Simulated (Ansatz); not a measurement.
## Ansatz (development build ahead of 0.2.0) run

```yaml
crystal:
  periodic: [false, false, false]
  atoms:
    - { symbol: C, position_ang: [0.794, 0.0, -0.019] }
    - { symbol: C, position_ang: [-0.6935, 0.0001, -0.0017] }
    - { symbol: H, position_ang: [1.3517, -0.9265, 0.0418] }
    - { symbol: H, position_ang: [1.3521, 0.9262, 0.0418] }
    - { symbol: H, position_ang: [-1.107, 0.8902, -0.4857] }
    - { symbol: H, position_ang: [-1.1074, -0.8821, -0.4999] }
    - { symbol: H, position_ang: [-1.0924, -0.0084, 1.0263] }
basis:
  gaussian: { orbitals: pcseg-2 }
magnetization:
  spin_polarized: true
  initial_magnetization: 1
hamiltonian:
  xc: pbe
```

The input is written out in the form of the current development build from the run's settings.

The run gave:

```json
{
  "Converged": "yes",
  "Total energy": "-79.06690 hartree",
  "Spin squared of the determinant": "0.754",
  "Stability test": "minimum"
}
```
